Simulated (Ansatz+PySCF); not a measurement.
Results of a calculation; reference values are marked as such.
This Ansatz input gave a total energy of -203.88257 hartree.

```yaml
crystal:
  periodic: [false, false, false]
  atoms:
    - { symbol: "N", position_ang: [0.0, 0.0, -0.42011] }
    - { symbol: O, position_ang: [0.0, 0.9763, 0.1838] }
    - { symbol: O, position_ang: [0.0, -0.9763, 0.1838] }
basis:
  gaussian: { orbitals: def2-SVP }
total_charge: -1
hamiltonian:
  xc: hf
```

(1) Write an input for PySCF with the same method and basis set.

## Answers

(1)

```python
from pyscf import gto, scf

mol = gto.M(atom="""
N 0.000000 0.000000 -0.420110
O 0.000000 0.976300 0.183800
O 0.000000 -0.976300 0.183800
""", basis='def2-svp', charge=-1, spin=0)
mf = scf.RHF(mol)
mf.init_guess = 'minao'
mf.kernel()
while True:  # follow internal instabilities
    mo, _, stable, _ = mf.stability(return_status=True)
    if stable: break
    mf.kernel(mf.make_rdm1(mo, mf.mo_occ))
print(mf.converged, mf.e_tot, mf.spin_square()[0])
```

PySCF 2.14.0 gave -203.88257 hartree, 0.08 meV from the first. Caution: no diffuse functions for an anion.
